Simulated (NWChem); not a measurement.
# nitrogen (N₂); SMILES N#N

```xyz
2

N      0.0000     0.0000     0.5447
N      0.0000     0.0000    -0.5447
```
Atoms are numbered in this order, from 1.

Results from NWChem. All runs use the structure optimised with PBE0-D3(BJ)/def2-TZVP. Ions are spin-unrestricted doublets at the neutral geometry; other ion states weren't tried.

```csv
level,"vertical ionisation energy, ΔSCF (eV)",−ε(HOMO) (eV),ΔSCF minus −ε(HOMO) (eV)
B3LYP/def2-SVP,15.82,11.72,4.10
PBE/def2-SVP,(withheld),(withheld),(withheld)
"LDA (Slater exchange, VWN5)/def2-SVP",15.58,10.12,5.46
BHandHLYP/def2-SVP,16.13,14.04,2.09
M06-2X/def2-SVP,16.16,13.80,2.36
```

Question: What belongs in the gaps?

Answer: 
- PBE/def2-SVP, vertical ionisation energy, ΔSCF (eV): 15.36
- PBE/def2-SVP, −ε(HOMO) (eV): 9.98
- PBE/def2-SVP, ΔSCF minus −ε(HOMO) (eV): 5.38
